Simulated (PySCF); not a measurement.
```xyz
3
charge 0 multiplicity 2, angstrom
S     0.3633    0.0000   -0.3170
O    -0.8180    0.0000    0.6006
H     1.4514    0.0000    0.5229
```

Method: UPBE0/[S def2-TZVP, O def2-TZVP, H def2-TZVP], no relativity, density fitting, PySCF.

This geometry of HSO is a stationary point at this level.

Task: What is the point group?

Result: Cs.

Task: Is it a minimum?

Result: Yes: all harmonic wavenumbers are real.

Task: Give the ideal-gas entropy at 298.15 K and 1 bar by parts.

Result: translation 157.4, rotation 77.6, vibration 0.6, spin 5.8; total 241.3 J/(mol K).

Task: What is the atomisation energy, with and without zero-point energy?

Result: 782 kJ/mol without, 755 kJ/mol with.

Only a few start shapes were tried, so a lower isomer may exist.
